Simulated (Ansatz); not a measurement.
**H₂O with PH₃: structure and interaction energy**

How do H₂O and PH₃ sit together, how strongly do they interact, and which methods get it right?

The runs use Ansatz 0.2.0, Gaussian basis; PBE0-D4 structure, single points in def2-TZVPPD.

Levels: PBE-D4, revPBE-D4, BLYP-D4, r2SCAN-D4, B97M-V, PBE0-D4, B3LYP-D4, HSE06-D4, wB97X-V, wB97M-V, B2PLYP, Hartree-Fock, MP2, CCSD, CCSD(T). The reference is CCSD(T) extrapolated to the basis limit.

Correlated methods freeze the cores. B3LYP uses VWN-RPA correlation. B2PLYP carries no dispersion term here.

176 further runs of the same task are left out: 176 set aside as unsound or not needed.

## (1) Where the work starts

The pair, from a GFN2-xTB docking trial: 7 atoms, charge 0, spin multiplicity 1.

Atoms are counted from 1 here; the program's logs count them from 0.

Bond lengths: O1–H2 0.960 Å, O1–H3 0.959 Å, P4–H5 1.387 Å, P4–H6 1.389 Å, P4–H7 1.385 Å. Angles: H2–O1–H3 106.8°, H5–P4–H6 92.0°, H5–P4–H7 92.8°, H6–P4–H7 92.8°.

Geometry (Å):

```xyz
7
H5OP
O     0.3501   -0.2025   -2.0595
H     0.1809    0.6609   -2.4427
H    -0.4266   -0.4359   -1.5476
P    -0.3529    0.0960    1.0520
H    -0.6528   -0.8600    2.0116
H    -0.0684    1.0493    2.0210
H     0.9696   -0.3078    0.9652
```

Atoms 1 to 3 are fragment A (H₂O), the rest fragment B (PH₃).

## (2) A first relaxation in a small basis

File pre/in.yaml:

```yaml
crystal:
  periodic: [false, false, false]
  atoms:
    - {symbol: O, position_ang: [0.350100, -0.202500, -2.059500]}
    - {symbol: H, position_ang: [0.180900, 0.660900, -2.442700]}
    - {symbol: H, position_ang: [-0.426600, -0.435900, -1.547600]}
    - {symbol: P, position_ang: [-0.352900, 0.096000, 1.052000]}
    - {symbol: H, position_ang: [-0.652800, -0.860000, 2.011600]}
    - {symbol: H, position_ang: [-0.068400, 1.049300, 2.021000]}
    - {symbol: H, position_ang: [0.969600, -0.307800, 0.965200]}
basis:
  gaussian: {orbitals: def2-SVP}
hamiltonian: {xc: pbe, dispersion: d4}
relax: {f_tol: 0.03, max_steps: 250}
```

The run is started by

```
$ ansatz run in.yaml --threads 2 --pin off --events-out ev --progress --plain --max-ram 5222MiB
```

Further steps of the session: Relaxation at PBE0-D4; PBE-D4/def2-TZVPPD; r2SCAN-D4/def2-TZVPPD; PBE0-D4/def2-TZVPPD; B3LYP-D4/def2-TZVPPD; wB97X-V/def2-TZVPPD; wB97M-V/def2-TZVPPD; B2PLYP/def2-TZVPPD; BLYP-D4/def2-TZVPPD; revPBE-D4/def2-TZVPPD; B97M-V/def2-TZVPPD; HSE06-D4/def2-TZVPPD; CCSD(T)/def2-TZVPPD; MP2/def2-QZVPPD; Hartree-Fock/STO-3G; PBE-D4/STO-3G; B3LYP-D4/6-31G; SPW92/def2-SVP; PBE-D4/def2-SVP; PBE0-D4/def2-SVP; wB97M-V/def2-SVP; CCSD(T)/def2-SVP; Vibrations of the pair.

What does the calculation give? Wanted: interaction energy, CCSD(T)/CBS; of it Hartree-Fock; D4 term of PBE0-D4; shortest contact; lowest wavenumber.

**Answer**, as computed:

| quantity | value |
| --- | --- |
| interaction energy, CCSD(T)/CBS | -106 meV |
| of it Hartree-Fock (basis limit) | -38 meV |
| D4 term of PBE0-D4 | -20 meV |
| shortest contact | H3–P4 2.57 Å |
| lowest wavenumber | 44 cm⁻¹ |

**Reading.** The pair is bound by 106 meV at fixed fragment shapes. Hartree-Fock gives 36 % of it, so electrostatics and correlation both count. B97M-V is the best functional here (+2 meV from CCSD(T)/CBS); PBE-D4 is the worst (-36 meV). wB97M-V is as near within the digits shown. By rung, the mean size of the error is: GGA 18, meta-GGA 5, hybrid 19, screened hybrid 26, range-separated hybrid 5, double hybrid 13 meV. PBE-D4 gives an interaction energy 36 meV too low, an error of 34 % of the reference. CCSD(T) moves by -12 meV from triple zeta to the limit; gaps between functionals far smaller than that don't rank them. A lower arrangement may exist.
